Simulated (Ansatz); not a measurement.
Predicting a hybrid from its neighbours: CHClF2 (difluorochloromethane)

CHClF2: 5 atoms, total charge 0, spin state singlet. As SMILES, `FC(F)Cl`. The shape is that of a PBE0-D4/def2-TZVP optimisation.

The HOMO–LUMO gap y, in eV, basis 6-311+G(d,p); a is the functional's share of exact exchange. Programs: Ansatz 0.2.0.

| functional | program | a | y (eV) |
| --- | --- | --- | --- |
| r2SCAN | Ansatz | 0 | 8.01 |
| BLYP | Ansatz | 0 | 7.20 |
| B3LYP | Ansatz | 0.2 | 9.18 |
| PBE0 | Ansatz | 0.25 | 9.77 |
| r2SCAN0 | Ansatz | 0.25 | ? |
| BHLYP | Ansatz | 0.5 | 11.72 |

Task: Fit y = c + s·a to the known rows and predict r2SCAN0.

Result: 
1. Means of the 5 rows: a = 0.1900, y = 9.176.
2. Σ(Δa)² = 0.172, Σ(Δa·Δy) = 1.4213, so the slope is 1.4213/0.172 = 8.2634.
3. Intercept: 9.176 − (8.2634) × 0.1900 = 7.606. The largest residual of the fit is 0.41.
4. r2SCAN0: 7.606 + (8.2634) × 0.25 = 9.67 eV.

The run gave 10.28 eV, so the prediction is off by -0.61 eV, about the scatter of the fit. Exact exchange lowers occupied levels and raises empty ones. The rows mix families of semi-local functionals, which the line can't see.
